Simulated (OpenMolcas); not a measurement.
# CH4Si (SMILES C[SiH]) at 6 levels

Aim: a comparison of 6 runs (HF/3-21G, BHLYP/def2-TZVP, M06-2X/def2-TZVP, r2SCAN/def2-TZVP, MP2/def2-TZVP, CCSD(T)/def2-TZVP) of CH4Si. 

The calculation is run with OpenMolcas 26.06.

1 further run of the same task is left out (set aside as unsound or not needed).

## (1) The system as given

CH4Si has 6 atoms, charge 0, and is taken as a singlet. SMILES: `C[SiH]`. Geometry: relaxed at PBE0-D4/def2-TZVP.

Bond lengths: C1–Si2 1.892 Å, C1–H3 1.098 Å, C1–H4 1.091 Å, C1–H5 1.098 Å, Si2–H6 1.531 Å. Angles: C1–Si2–H6 94.2°, Si2–C1–H3 109.7°, Si2–C1–H4 113.8°, Si2–C1–H5 109.5°, H3–C1–H4 109.0°, H3–C1–H5 105.5°, H4–C1–H5 109.0°.

## (2) Energy and gradient at HF/3-21G (run 1)

Contents of geom.xyz:

```xyz
6

C     -0.093500    -0.366000    -0.370300
Si     0.917300     0.209800     1.122300
H     -1.156900    -0.410100    -0.102200
H      0.215000    -1.335600    -0.763000
H     -0.024000     0.382000    -1.170800
H      0.142200     1.520000     1.284000
```

Contents of test.inp:

```
* CH4Si Hartree-Fock
>>> EXPORT MOLCAS_PRINT=2

&GATEWAY
 BASLIB = $CurrDir
 COORD = geom.xyz
 BASIS = 3-21G
 GROUP = NoSym

&SEWARD

&SCF
 THRESHOLDS = 1e-10 1e-07 1e-07 1e-05
 PRORBITALS = 1 1

&ALASKA
```

The basis set 3-21G is read from a file made from the Basis Set Exchange's data (not shown).

The run is started by

```sh
$ export MOLCAS_MEM=1860
$ pymolcas test.inp > test.log
```

Log:

```text
--- Start Module: gateway ---
[...]
--- Stop Module: gateway /rc=_RC_ALL_IS_WELL_ ---
[...]
      Basis functions           30
[...]
--- Start Module: scf ---
[...]
       Convergence after  11 Iterations
[...]
::    Total SCF energy                               -327.3242166814
[...]
      Total spin, S                                     0.0000000000
[...]
      Total electronic charge=   24.000000
      Total            charge=   -0.000000
[...]
      Dipole Moment (debye):
      Origin of the operator (angstrom)=    0.5388    0.0372    0.5953
                   X= -8.3642E-01               Y= -2.2583E-02               Z= -8.9688E-01           Total=  1.2266E+00
      Quadrupole Moment (debye*angstrom):
[...]
--- Stop Module: scf /rc=_RC_ALL_IS_WELL_ ---
--- Start Module: alaska ---
[...]
 *              Molecular gradients               *
 **************************************************
  Irreducible representation: a
 ------------------------------------------------------------------------------------------
                              X                       Y                       Z
 ------------------------------------------------------------------------------------------
  C1                1.20828160163406E-02    6.25330654107858E-03    1.75327620335950E-02
  SI2              -1.01797960571233E-02   -4.27958601909717E-03   -1.39681042156452E-02
  H3               -4.23339438021619E-03    1.34901268990975E-03    2.12433431239711E-03
  H4                2.13466873145318E-03   -5.49729026953205E-03   -1.85657088149860E-03
  H5                2.72504318025876E-04    4.46390563379850E-03   -2.05311762856875E-03
  H6               -7.67986284775368E-05   -2.28934857616592E-03   -1.77930362028567E-03
 ------------------------------------------------------------------------------------------
--- Stop Module: alaska /rc=_RC_ALL_IS_WELL_ ---
[...]
```

Wall time 2.5 s (1 thread of Intel Xeon Platinum 8259CL at 2.50GHz (Skylake/Cascade Lake), shared host); peak memory 0.37 GiB.

## (3) Energy and gradient at BHLYP/def2-TZVP (run 2)

Contents of job.input:

```
&GATEWAY
BASLIB=$CurrDir
COORD
6
angstrom
C       -0.093500      -0.366000      -0.370300
Si       0.917300       0.209800       1.122300
H       -1.156900      -0.410100      -0.102200
H        0.215000      -1.335600      -0.763000
H       -0.024000       0.382000      -1.170800
H        0.142200       1.520000       1.284000
BASIS=def2-TZVP
GROUP=NoSym
&SEWARD
GRIDINPUT
Grid=UltraFine
End of Grid
&SCF
KSDFT=HYB_GGA_XC_BHANDHLYP
THRESHOLDS=1e-10 1e-07 1e-07 1e-05
PRORBITALS=1 1
&ALASKA
```

The basis set def2-TZVP is read from a file made from the Basis Set Exchange's data (not shown).

The run is started by

```sh
$ export MOLCAS_MEM=1860
$ pymolcas job.input > job.log
```

Log:

```text
--- Start Module: gateway ---
[...]
--- Stop Module: gateway /rc=_RC_ALL_IS_WELL_ ---
[...]
      Basis functions           92
[...]
--- Start Module: scf ---
[...]
       Convergence after  11 Iterations
[...]
::    Total KS-DFT energy                            -329.9323467930
[...]
      Total spin, S                                     0.0000000000
[...]
      Total electronic charge=   24.000000
      Total            charge=   -0.000000
[...]
      Dipole Moment (debye):
      Origin of the operator (angstrom)=    0.5388    0.0372    0.5953
                   X= -6.3395E-01               Y= -1.5976E-01               Z= -7.8584E-01           Total=  1.0222E+00
      Quadrupole Moment (debye*angstrom):
[...]
--- Stop Module: scf /rc=_RC_ALL_IS_WELL_ ---
[...]
--- Start Module: alaska ---
[...]
 *              Molecular gradients               *
 **************************************************
  Irreducible representation: a
 ------------------------------------------------------------------------------------------
                              X                       Y                       Z
 ------------------------------------------------------------------------------------------
  C1                2.67840079800497E-03    6.87073533260918E-04    3.41742558319780E-03
  SI2               3.51498887010049E-03   -3.88090734876984E-03    7.86911958846837E-04
  H3               -5.20737127943205E-03    3.15547421032708E-04    1.26939461736020E-03
  H4                1.74076564466352E-03   -4.80806816931745E-03   -1.74099507107806E-03
  H5                8.12398254262936E-06    3.94810447360916E-03   -3.65419321227334E-03
  H6               -2.73490801590404E-03    3.73825009020923E-03   -7.85438759657309E-05
 ------------------------------------------------------------------------------------------
--- Stop Module: alaska /rc=_RC_ALL_IS_WELL_ ---
[...]
```

Wall time 32 s (1 thread of Intel Xeon Platinum 8259CL at 2.50GHz (Skylake/Cascade Lake), shared host); peak memory 0.51 GiB.

Runs 3 to 5 aren't shown in full; the table further down has their settings and results.

## (4) A single-point energy at CCSD(T)/def2-TZVP (run 6)

Contents of job.input:

```
>>> EXPORT MOLCAS_PRINT=2

&GATEWAY
  BasLib = $CurrDir
  Coord
  6
  bohr
  C     -0.17668939    -0.69163976    -0.69976558
  Si     1.73344577     0.39646454     2.12083963
  H     -2.18622415    -0.77497668    -0.19313001
  H      0.40629112    -2.52391821    -1.44186103
  H     -0.04535343     0.72187538    -2.21249135
  H      0.26871905     2.87238371     2.42640834
  Basis = def2-TZVP
  Group = NoSym

&SEWARD

&SCF
  Thresholds = 1e-10 1e-07 1e-07 1e-05
  PrOrbitals = 1

&RASSCF
  FileOrb = $Project.ScfOrb
  Spin = 1
  Nactel = 0 0 0
  Inactive = 12
  Ras2 = 0
  OutOrbitals = Canonical
  OrbListing = NoCore

&MOTRA
  JobIph
  Frozen = 6

&CCSDT
  CCT
  Triples = 2
  Iterations = 80
  Accuracy = 1e-08
  Extrapolation = 5 4
```

The basis set def2-TZVP is read from a file made from the Basis Set Exchange's data (not shown).

The run is started by

```sh
$ export MOLCAS_MEM=1860
$ pymolcas job.input > job.log
```

Log:

```text
--- Start Module: gateway ---
[...]
--- Stop Module: gateway /rc=_RC_ALL_IS_WELL_ ---
[...]
      Basis functions           92
[...]
       Convergence after  12 Iterations
[...]
::    Total SCF energy                               -329.0873945234
[...]
      Total spin, S                                     0.0000000000
[...]
      Number of active orbitals                  0
[...]
      Spin quantum number                      0.0
[...]
      Active orbitals                            0
[...]
      Number of CSFs                             1
[...]
      Number of root(s) required                 1
[...]
      Convergence after  4 iterations
[...]
      Natural orbitals and occupation numbers for root  1
      ************************************************************************************************************************
      *                                                    Final results                                                     *
      ************************************************************************************************************************
[...]
::    RASSCF root number  1 Total energy:   -329.08739452
[...]
      Total electronic charge=   24.000000
      Total            charge=   -0.000000
[...]
      Dipole Moment (debye):
      Origin of the operator (angstrom)=    0.5388    0.0372    0.5953
                   X= -7.1542E-01               Y= -1.1778E-01               Z= -8.3959E-01           Total=  1.1093E+00
      Quadrupole Moment (debye*angstrom):
[...]
--- Start Module: motra ---
[...]
      *** WARNING: Default frozen orbitals is overwritten by user input.
      *** Default values:   3
[...]
--- Stop Module: motra /rc=_RC_ALL_IS_WELL_ ---
[...]
--- Start Module: ccsdt ---
[...]
      Convergence after                    16  Iterations
      Total energy (diff) :    -329.39844021      -0.00000001
[...]
 METHOD                       : CCSD+T(CCSD)+<T3(1)WT1> = CCSD(T)
[...]
       CCSD     =      -329.3984402105407
[...]
--- Stop Module: ccsdt /rc=_RC_ALL_IS_WELL_ ---
[...]
```

Run time: 34 s. Hardware: 1 thread of Intel Xeon Platinum 8259CL at 2.50GHz (Skylake/Cascade Lake), shared host; peak memory 0.51 GiB.

## (5) All runs side by side

```
run              level  integration grid      task  energy (Eh)  dipole moment (D) of the reference  HOMO energy (eV)  LUMO energy (eV)  wall time
  1           HF/3-21G                 –  gradient  -327.324217                                1.23             -8.56              0.72      2.5 s
  2    BHLYP/def2-TZVP         UltraFine  gradient  -329.932347                                1.02             -7.25             -1.57       32 s
  3   M06-2X/def2-TZVP         UltraFine  gradient  -329.913744                                0.97             -7.29             -1.64       42 s
  4   r2SCAN/def2-TZVP         UltraFine  gradient  -329.898294                                1.24             -5.45             -3.24       45 s
  5      MP2/def2-TZVP                 –    energy  -329.360594                                1.11             -8.66              0.68      9.9 s
  6  CCSD(T)/def2-TZVP                 –    energy  -329.409469                                1.11             -8.66              0.68       34 s
```

## (6) What came out

| quantity | value |
| --- | --- |
| run 6: total energy | -329.40947 Eh |
| run 6: dipole moment (mean-field density) | 1.11 D |
| run 6: HOMO energy (Hartree–Fock orbitals) | -8.66 eV |
| run 6: LUMO energy (Hartree–Fock orbitals) | 0.68 eV |
| run 6: HOMO–LUMO gap (Hartree–Fock orbitals) | 9.34 eV |
| run 6: correlation energy (6 core orbitals frozen) | -322.1 mEh |
| run 6: (T) correction | -11.03 mEh |

In words: Over runs 1, 2, 3, 4 the dipole moment (its size) runs from 0.97 D (M06-2X/def2-TZVP) to 1.24 D (r2SCAN/def2-TZVP). Over runs 1, 2, 3, 4 the HOMO–LUMO gap runs from 2.20 eV (r2SCAN/def2-TZVP) to 9.28 eV (HF/3-21G). The two ends differ in method and basis. Totals of different functionals can't be ranked against each other. All runs together took 2.8 min, the longest 45 s.
